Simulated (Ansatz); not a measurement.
Base system: Pt in the fcc (Cu type) structure (space group Fm-3m, No. 225; a = 3.940 Å).

Level of theory: r2SCAN (Ansatz, a quantum-chemistry and plane-wave program; PAW; 500 eV plane waves; scalar-relativistic without spin-orbit coupling).

Perturbation: Au takes the place of Pt on all its sites, then cell and atoms are relaxed.

Measured lattice parameter a: Pt 3.913 Å (static lattice; corrected from measurement; as listed in Daniel Mejia-Rodriguez, S. B. Trickey, Phys. Rev. B (2018)); Au 4.062 Å (static lattice; corrected from measurement; as listed in Daniel Mejia-Rodriguez, S. B. Trickey, Phys. Rev. B (2018)).

Question: How well does r2SCAN reproduce the measured shift?

Answer: With r2SCAN the lattice parameter a moves by +0.184 Å (3.940 → 4.124) against +0.149 Å measured.

Whether these cells are dynamically stable was not tested. The final runs are not spin-polarised.
